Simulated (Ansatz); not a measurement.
The input, for Ansatz 0.2.0:

```yaml
crystal:
  periodic: [false, false, false]
  atoms:
    - {symbol: Al, position_ang: [-0.015433, -0.009008, 2.405873]}
    - {symbol: Si, position_ang: [-0.016266, -0.025151, -0.193680]}
    - {symbol: P, position_ang: [0.031698, 0.034159, -2.212193]}
basis:
  gaussian: {orbitals: "6-31++G**"}
magnetization: {spin_polarized: false}
hamiltonian: {xc: hf}
scf: {lower_state_search: full}
output: {forces: true, orbitals: {seedname: orbitals}}
```

```sh
$ ansatz run in.yaml --threads 1 --pin off --events-out ev --progress --plain --max-ram 2393MiB
```

(1) Roughly how long does this take on 1 thread of Intel Xeon, shared host, and how much host memory?

```
566 factors; integrals over basis functions are off by at most 7.4e-4 eV
mean field evaluation 1: about -23711.2603 eV, gradient 2.0e1 eV
mean field evaluation 2: about -23711.4876 eV, gradient 2.0e1 eV
mean field evaluation 4: about -23713.7713 eV, gradient 2.8e0 eV
mean field evaluation 8: about -23713.8537 eV, gradient 1.1e-1 eV
mean field evaluation 16: about -23689.7047 eV, gradient 3.6e1 eV
mean field evaluation 32: about -23701.8793 eV, gradient 7.5e0 eV
mean field evaluation 64: about -23696.4995 eV, gradient 1.5e1 eV
mean field evaluation 96: about -23708.5103 eV, gradient 3.4e0 eV
mean field evaluation 128: about -23713.5372 eV, gradient 2.8e0 eV
mean field -23713.85389514 eV, -871.4680568190 hartree, gradient 6.7e-5 eV, S^2 0.000000; 0 other end points of the search recorded, 0 dependent functions left out
the calculation of the forces begins
reference -23713.85389514 eV, -871.4680568190 hartree; 21, 21 occupied and 48, 48 virtual orbitals, 566 factors
Total energy: -23713.85389514 eV, -871.4680568190 hartree
Atom 0 at    -0.015433    -0.009008     2.405873 Å, force    -0.000719     0.000083     0.199566 eV/Å
Atom 1 at    -0.016266    -0.025151    -0.193680 Å, force     0.052259     0.063893    -2.326215 eV/Å
Atom 2 at     0.031698     0.034159    -2.212193 Å, force    -0.051541    -0.063976     2.126649 eV/Å
Dipole moment:    -0.012387    -0.011238     1.232519 e Å
```

Forces (eV/Å):
```
Al  -0.001  0.000  0.200
Si   0.052  0.064 -2.326
P   -0.052 -0.064  2.127
```

Answers

(1) 7 s wall and 0.11 GiB.
